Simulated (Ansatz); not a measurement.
One change: `CO/C=C(/N)O` becomes `CO/C=C/N`.

Ansatz, PBE0-D4/def2-TZVP geometries, multiplicity 1. Each molecule was computed in one conformer, which needn't be the lowest.

| property | `CO/C=C(/N)O` |
| --- | --- |
| HOMO energy (B3LYP/def2-TZVPP) / eV | -5.32 |
| LUMO energy (B3LYP/def2-TZVPP) / eV | 0.74 |
| HOMO energy (ωB97M-V/def2-TZVPP) / eV | -7.73 |
| HOMO–LUMO gap (ωB97M-V/def2-TZVPP) / eV | 10.25 |
| ideal-gas entropy at 298 K and 1 bar (rigid rotor, harmonic PBE0-D4/def2-TZVP) / J/(mol·K) | 343 |
| size of the dipole moment (PBE/def2-TZVPP) / D | 1.09 |

Q: Give the same properties after the change, and the shifts. (An estimate is asked.)

A: Computed: 
```
                                                                                  property  `CO/C=C/N`  shift
                                                       HOMO energy (B3LYP/def2-TZVPP) / eV       -5.27   0.05
                                                       LUMO energy (B3LYP/def2-TZVPP) / eV        0.82   0.08
                                                     HOMO energy (ωB97M-V/def2-TZVPP) / eV       -7.69   0.04
                                                   HOMO–LUMO gap (ωB97M-V/def2-TZVPP) / eV       10.27   0.02
ideal-gas entropy at 298 K and 1 bar (rigid rotor, harmonic PBE0-D4/def2-TZVP) / J/(mol·K)         315    -28
                                            size of the dipole moment (PBE/def2-TZVPP) / D        1.36   0.27
```

The zero-point energy changes by -11.7 kJ/mol with -3 modes. Dipoles are sizes alone; their direction can turn.

Positive LUMOs are unbound, so they and the gaps depend on the basis.

B3LYP here is the variant with VWN-RPA as its local correlation; programs differ in this.
